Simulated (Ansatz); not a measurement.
Results of PBEsol (plane waves, PAW; Ansatz, a quantum-chemistry and plane-wave program) for hcp Os.

A relaxed, unreconstructed slab of the (0001) face has 6 atoms, two equal faces of 6.450 Å² each and an energy of -67503.6788 eV. A bulk cell of 2 atoms with the same orientation and in-plane k mesh has -22502.1233 eV. Energies are extrapolated to zero smearing.

Numerical settings: plane-wave cutoff 500 eV, 24×24×1 k mesh (along the axes of the cell as run), Fermi–Dirac smearing 0.1 eV, scalar-relativistic PAW data made under PBE.

Worked out: γ = (E_slab − N E_bulk per atom)/2A = [-67503.6788 − 6 × (-22502.1233/2)]/(2 × 6.450) = 0.2086 eV/Å². With 16.022 J/m² per eV/Å² this is 3.34 J/m², or 1.35 eV per surface cell and face.
